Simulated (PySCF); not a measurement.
PySCF input file for fluoromethane (CH3F), SMILES CF, ADC(2)/aug-cc-pVDZ. Geometry: B3LYP-D3(BJ)/def2-TZVP.

```python
import numpy as np
from pyscf import gto, scf, dft, adc

mol = gto.M(
    atom='''
    C     0.00000000   -0.00000000    0.63596716
    F    -0.00000000    0.00000000   -0.75329353
    H     0.89418530   -0.51625812    0.98794627
    H     0.00000000    1.03251625    0.98794627
    H    -0.89418530   -0.51625812    0.98794627
    ''',
    basis='aug-cc-pVDZ',
    charge=0,
    spin=0,
    max_memory=1600,
    verbose=4,
)
mf = scf.RHF(mol)
mf.conv_tol = 1e-10
mf.max_cycle = 100
mf.kernel()
res = {}
for kind, nroots in (('ee', 6), ('ip', 6), ('ea', 2)):
    a = adc.ADC(mf).density_fit('aug-cc-pvdz-ri')
    a.method, a.method_type = 'adc(2)', kind
    e, v, p, x = a.kernel(nroots=nroots)
    res[kind] = (e * 27.211386245988, p)
a = adc.ADC(mf).density_fit('aug-cc-pvdz-ri')
a.method, a.method_type, a.ncvs = 'adc(2)-x', 'ip', 2
e, v, p, x = a.kernel(nroots=2)
res['core ip, CVS-ADC(2)-x'] = (e * 27.211386245988, p)
for kind, (e, p) in res.items():
    print(kind, 'energies / eV', np.round(e, 3), 'strengths', np.round(p, 4))
```

Output:

```
PySCF version 2.14.0

[INPUT] verbose = 4
[INPUT] num. atoms = 5
[INPUT] num. electrons = 18
[INPUT] charge = 0
[INPUT] spin (= nelec alpha-beta = 2S) = 0
[INPUT] symmetry False subgroup None
[INPUT] Mole.unit = angstrom
[INPUT] Symbol           X                Y                Z      unit          X                Y                Z       unit  Magmom
[INPUT]  1 C      0.000000000000   0.000000000000   0.635967160000 AA    0.000000000000   0.000000000000   1.201803756617 Bohr   0.0
[INPUT]  2 F      0.000000000000   0.000000000000  -0.753293530000 AA    0.000000000000   0.000000000000  -1.423518463107 Bohr   0.0
[INPUT]  3 H      0.894185300000  -0.516258120000   0.987946270000 AA    1.689765321612  -0.975586456383   1.866947876086 Bohr   0.0
[INPUT]  4 H      0.000000000000   1.032516250000   0.987946270000 AA    0.000000000000   1.951172931663   1.866947876086 Bohr   0.0
[INPUT]  5 H     -0.894185300000  -0.516258120000   0.987946270000 AA   -1.689765321612  -0.975586456383   1.866947876086 Bohr   0.0

nuclear repulsion = 37.2463553735225
number of shells = 31
number of NR pGTOs = 103
number of NR cGTOs = 73
basis = aug-cc-pVDZ
ecp = {}


[settings echo left out]
init E= -139.011101589335
  HOMO = -0.41417726105037  LUMO = 0.0318034354140542  gap/eV = 12.13575
cycle= 1 E= -139.011228405827  delta_E= -0.000127  |g|= 0.454  |ddm|=  2.2
  HOMO = -0.517478311469415  LUMO = 0.0294770898802232  gap/eV = 14.88341
cycle= 2 E= -139.04544569595  delta_E= -0.0342  |g|= 0.267  |ddm|= 0.401
  HOMO = -0.537052351240087  LUMO = 0.0335346535087409  gap/eV = 15.52646
cycle= 3 E= -139.057051994559  delta_E= -0.0116  |g|= 0.0351  |ddm|= 0.149
  HOMO = -0.528187846884233  LUMO = 0.0345404514137959  gap/eV = 15.31262
cycle= 4 E= -139.057382146959  delta_E= -0.00033  |g|= 0.00988  |ddm|= 0.0403
  HOMO = -0.531271505883218  LUMO = 0.0346117559633949  gap/eV = 15.39847
cycle= 5 E= -139.057411567951  delta_E= -2.94e-05  |g|= 0.00197  |ddm|= 0.011
  HOMO = -0.531148145162164  LUMO = 0.0346149444876396  gap/eV = 15.39520
cycle= 6 E= -139.057413722602  delta_E= -2.15e-06  |g|= 0.000559  |ddm|= 0.00323
  HOMO = -0.531238941358373  LUMO = 0.0346286728036187  gap/eV = 15.39804
cycle= 7 E= -139.057413910792  delta_E= -1.88e-07  |g|= 9.55e-05  |ddm|= 0.00101
  HOMO = -0.531235002272188  LUMO = 0.0346307575248037  gap/eV = 15.39799
cycle= 8 E= -139.057413916633  delta_E= -5.84e-09  |g|= 1.02e-05  |ddm|= 0.000205
  HOMO = -0.531234994940244  LUMO = 0.0346306511216703  gap/eV = 15.39799
cycle= 9 E= -139.057413916688  delta_E= -5.44e-11  |g|= 1.17e-06  |ddm|= 2.12e-05
  HOMO = -0.531234848147474  LUMO = 0.0346306875722124  gap/eV = 15.39799
Extra cycle  E= -139.057413916687  delta_E= 3.98e-13  |g|= 3.67e-07  |ddm|= 1.71e-06
converged SCF energy = -139.057413916687

******** <class 'pyscf.adc.radc.RADC'> ********
******** ADC Orbital Information ********
Number of Frozen Occupied Orbitals: 0
Number of Frozen Virtual Orbitals: 0
Number of Active Occupied Orbitals: 9
Number of Active Virtual Orbitals: 64
*****************************************
******** <class 'pyscf.df.df.DF'> ********
auxbasis = aug-cc-pvdz-ri
Reference correlation energy (doubles): -0.36493059
MP2 correlation energy of reference state (a.u.) = -0.36493059

******** <class 'pyscf.adc.radc_ee.RADCEE'> ********
max_space = 12
max_cycle = 50
conv_tol = 1e-08

*************************************************************
        ADC calculation summary (singlet states only)
*************************************************************
adc(2) root 0  |  Energy (Eh) =   0.3233119350  |  Energy (eV) =   8.79776587  |  Osc. strength = 0.00862174  |  conv = True
adc(2) root 1  |  Energy (Eh) =   0.3233119450  |  Energy (eV) =   8.79776614  |  Osc. strength = 0.00862169  |  conv = True
adc(2) root 2  |  Energy (Eh) =   0.3410182305  |  Energy (eV) =   9.27957871  |  Osc. strength = 0.02989840  |  conv = True
adc(2) root 3  |  Energy (Eh) =   0.3410182498  |  Energy (eV) =   9.27957924  |  Osc. strength = 0.02989858  |  conv = True
adc(2) root 4  |  Energy (Eh) =   0.3665453621  |  Energy (eV) =   9.97420734  |  Osc. strength = 0.00704425  |  conv = True
adc(2) root 5  |  Energy (Eh) =   0.3669758447  |  Energy (eV) =   9.98592137  |  Osc. strength = 0.05479635  |  conv = True

******** <class 'pyscf.adc.radc.RADC'> ********
******** ADC Orbital Information ********
Number of Frozen Occupied Orbitals: 0
Number of Frozen Virtual Orbitals: 0
Number of Active Occupied Orbitals: 9
Number of Active Virtual Orbitals: 64
*****************************************
******** <class 'pyscf.df.df.DF'> ********
auxbasis = aug-cc-pvdz-ri
Reference correlation energy (doubles): -0.36493059
MP2 correlation energy of reference state (a.u.) = -0.36493059

******** <class 'pyscf.adc.radc_ip.RADCIP'> ********
max_space = 12
max_cycle = 50
conv_tol = 1e-08

*************************************************************
        ADC calculation summary (doublet states only)
*************************************************************
adc(2) root 0  |  Energy (Eh) =   0.4414372713  |  Energy (eV) =  12.01211999  |  Spec. factor = 1.78282826  |  conv = True
adc(2) root 1  |  Energy (Eh) =   0.4414372718  |  Energy (eV) =  12.01212001  |  Spec. factor = 1.78282826  |  conv = True
adc(2) root 2  |  Energy (Eh) =   0.5865573186  |  Energy (eV) =  15.96103762  |  Spec. factor = 1.77436228  |  conv = True
adc(2) root 3  |  Energy (Eh) =   0.5983991962  |  Energy (eV) =  16.28327152  |  Spec. factor = 1.80977766  |  conv = True
adc(2) root 4  |  Energy (Eh) =   0.5983991974  |  Energy (eV) =  16.28327155  |  Spec. factor = 1.80977766  |  conv = True
adc(2) root 5  |  Energy (Eh) =   0.8637000898  |  Energy (eV) =  23.50247655  |  Spec. factor = 1.78025539  |  conv = True

******** <class 'pyscf.adc.radc.RADC'> ********
******** ADC Orbital Information ********
Number of Frozen Occupied Orbitals: 0
Number of Frozen Virtual Orbitals: 0
Number of Active Occupied Orbitals: 9
Number of Active Virtual Orbitals: 64
*****************************************
******** <class 'pyscf.df.df.DF'> ********
auxbasis = aug-cc-pvdz-ri
Reference correlation energy (doubles): -0.36493059
MP2 correlation energy of reference state (a.u.) = -0.36493059

******** <class 'pyscf.adc.radc_ea.RADCEA'> ********
max_space = 12
max_cycle = 50
conv_tol = 1e-08

*************************************************************
        ADC calculation summary (doublet states only)
*************************************************************
adc(2) root 0  |  Energy (Eh) =   0.0289436349  |  Energy (eV) =   0.78759642  |  Spec. factor = 1.98804035  |  conv = True
adc(2) root 1  |  Energy (Eh) =   0.0547219354  |  Energy (eV) =   1.48905971  |  Spec. factor = 1.99291246  |  conv = True

******** <class 'pyscf.adc.radc.RADC'> ********
******** ADC Orbital Information ********
Number of Frozen Occupied Orbitals: 0
Number of Frozen Virtual Orbitals: 0
Number of Active Occupied Orbitals: 9
Number of Active Virtual Orbitals: 64
*****************************************
******** <class 'pyscf.df.df.DF'> ********
auxbasis = aug-cc-pvdz-ri
Reference correlation energy (doubles): -0.36493059
MP2 correlation energy of reference state (a.u.) = -0.36493059

******** <class 'pyscf.adc.radc_ip_cvs.RADCIPCVS'> ********
max_space = 12
max_cycle = 50
conv_tol = 1e-08

*************************************************************
        ADC calculation summary (doublet states only)
*************************************************************
adc(2)-x root 0  |  Energy (Eh) =  10.8298897938  |  Energy (eV) = 294.69631173  |  Spec. factor = 1.53131816  |  conv = True
adc(2)-x root 1  |  Energy (Eh) =  11.5803205319  |  Energy (eV) = 315.11657223  |  Spec. factor = 0.00445173  |  conv = True
ee energies / eV [8.798 8.798 9.28  9.28  9.974 9.986] strengths [0.0086 0.0086 0.0299 0.0299 0.007  0.0548]
ip energies / eV [12.012 12.012 15.961 16.283 16.283 23.502] strengths [1.7828 1.7828 1.7744 1.8098 1.8098 1.7803]
ea energies / eV [0.788 1.489] strengths [1.988  1.9929]
core ip, CVS-ADC(2)-x energies / eV [294.696 315.117] strengths [1.5313 0.0045]
```

The calculation finished and met its thresholds.

Cost: around 40 core-seconds (rough).
